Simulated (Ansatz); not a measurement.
**hcp Ru**

Calculation: PBEsol in Ansatz (PAW).

Numerical settings: plane-wave cutoff 500 eV, 20×14×1 k mesh (along the axes of the cell as run), Fermi–Dirac smearing 0.1 eV, scalar-relativistic PAW data made under PBE.

Cell: relaxed at this level.

- surface energy of the (10-10) face = 4.15 J/m²
- work function of the (10-10) face = 4.33 eV

The slab of 12 atoms is relaxed and unreconstructed.

Static lattice: no zero-point or thermal effects.

Ansatz is a quantum-chemistry and plane-wave program.
